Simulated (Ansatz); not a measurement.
This geometry of CH₃NSi (6 atoms, charge 0, multiplicity 1) is a first-order saddle point.

The calculation used Ansatz 0.2.0, RKS BLYP-D4/def2-SVP.

```xyz
6
Properties=species:S:1:pos:R:3
N 0.793 1.119 -0.884
C 0.294 0.250 -0.248
Si -0.140 -1.323 0.710
H 1.156 1.890 -1.425
H -1.465 -1.447 -0.050
H -0.637 -0.490 1.896
```

Problem. Which two structures does it join? (They come from a converged band through this point; their orientation in space is the band's.)

Solution. No bond is made or broken.

Initial state:

```xyz
6
Properties=species:S:1:pos:R:3
N 1.164 0.894 -0.936
C 0.390 0.228 -0.278
Si -0.286 -1.175 0.699
H 1.001 1.833 -1.326
H -1.564 -1.387 -0.089
H -0.704 -0.394 1.930
```

Final state:

```xyz
6
Properties=species:S:1:pos:R:3
N 0.479 1.395 -0.893
C 0.135 0.419 -0.265
Si -0.089 -1.180 0.619
H 1.363 1.617 -1.372
H -1.373 -1.623 -0.055
H -0.515 -0.627 1.966
```

Problem. How far does it lie above each of them?

Solution. 2.4 kcal/mol above the first and 2.1 kcal/mol above the second. This is the barrier of this one path; another mechanism may lie lower.

Time of the run: 65 s on 1 thread of AMD EPYC 9R45 96-Core Processor (Zen 5) (shared host), peak memory 0.13 GiB.
